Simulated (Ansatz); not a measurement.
Compare A (`C/C=C/CF`) with its isomer B (`C/C=C(/C)F`).

Gas-phase electronic energies from Ansatz, PBE0-D4/def2-TZVP geometries. CCSD(T)/CBS adds triple-zeta CCSD(T) − MP2 to the extrapolated MP2 energy (def2 sets, frozen cores). Double bonds are as drawn, so ΔE can hold a change between cis and trans. Functionals use def2-TZVPP. B3LYP here is the variant with VWN-RPA as its local correlation; programs differ in this. Each species was taken in one conformer, which may not be the lowest.

A:

Z-matrix (Å, degrees):
```
C
C 1 1.489
H 1 1.095 2 111.0
H 1 1.092 2 111.7 3 120.9
H 1 1.095 2 111.0 3 -118.3
C 2 1.325 1 124.7 3 -120.8
H 2 1.087 1 117.0 3 59.2
C 6 1.487 2 125.1 1 -180.0
H 6 1.089 2 120.3 1 0.0
F 8 1.379 6 112.0 2 0.0
H 8 1.097 6 110.8 2 120.3
H 8 1.097 6 110.8 2 -120.2
```

B:

```xyz
12

C     1.0209    1.3595    0.9643
C     0.1788    0.1714    0.6546
C    -0.1966   -0.2112   -0.5563
C    -1.0288   -1.3746   -0.9381
F     0.1917    0.5043   -1.6361
H     1.9368    1.0659    1.4860
H     1.3025    1.8953    0.0583
H     0.4909    2.0553    1.6219
H    -0.1656   -0.4447    1.4782
H    -1.3303   -1.9357   -0.0544
H    -0.4749   -2.0392   -1.6071
H    -1.9254   -1.0461   -1.4713
```

Question: Which isomer does CCSD(T)/CBS put lower? Give the gap. (Estimate.)

Answer: Ansatz gave: B, by 6.1 kcal/mol.

Question: Give E(B) − E(A) in kcal/mol with HF/def2-TZVPP, B3LYP-D4, CCSD(T)/def2-SVP, ωB97M-V, CCSD/def2-TZVPP, BLYP-D4, CCSD(T)/def2-TZVPP. (Estimate.)

Answer: Ansatz gave: HF/def2-TZVPP -4.6, B3LYP-D4 -6.6, CCSD(T)/def2-SVP -6.6, ωB97M-V -6.8, CCSD/def2-TZVPP -5.8, BLYP-D4 -6.8, CCSD(T)/def2-TZVPP -6.1. None reverses the order clearly.

Question: Does the order hold for the free energy at 298.15 K (harmonic terms from PBE0-D4)? (Best estimate.)

Answer: Computed: Yes: G(B) − G(A) = -6.5 kcal/mol, for one conformer each.

Largest T1 diagnostic: 0.011.

In def2-TZVPP, CCSD(T) changes the Hartree–Fock value by −1.5 kcal/mol (the triples alone add −0.3 kcal/mol) and MP2 by −1.9 kcal/mol. From BLYP to BHLYP (50 % exact exchange), in def2-TZVPP and without D4, E(B) − E(A) moves by +0.7 kcal/mol.
